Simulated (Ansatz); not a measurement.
## AlHO2 (SMILES [O]=[Al][OH]): the vertical energy of the triplet above the singlet, rung by rung

AlHO2: 4 atoms, total charge 0, spin state singlet. As SMILES, `[O]=[Al][OH]`. The shape comes from GFN2-xTB, which is rough for such elements, and wasn't checked as a minimum.

Each level gives the vertical energy of the triplet above the singlet (eV). The values are calculated.

| level | kind | program | value (eV) | less FCI/STO-3G |
| --- | --- | --- | --- | --- |
| SVWN5/STO-3G | LDA | Ansatz | 3.69 | +0.08 |
| BLYP/STO-3G | GGA | Ansatz | 3.47 | -0.14 |
| BHLYP/STO-3G | global hybrid | Ansatz | 2.91 | -0.70 |
| HSE06/STO-3G | range-separated hybrid | Ansatz | 3.28 | -0.33 |
| B2PLYP/STO-3G | double hybrid | Ansatz | 3.53 | -0.08 |
| RPA@PBE/STO-3G | RPA | Ansatz | 3.26 | -0.35 |
| CCSD(T)/STO-3G | coupled cluster or CI | Ansatz | 3.63 | +0.02 |
| CCSD/STO-3G | coupled cluster or CI | Ansatz | 3.39 | -0.22 |
| FCI/STO-3G | exact in the basis | Ansatz | 3.61 | 0.00 |

FCI/STO-3G is exact within its basis and frozen core, so for wave-function methods in that basis the difference is their error; functionals converge differently with the basis, so for them it is only a difference. The values span 2.91 to 3.69 eV. All rows use very small basis sets, so even the best lies far from the true value.
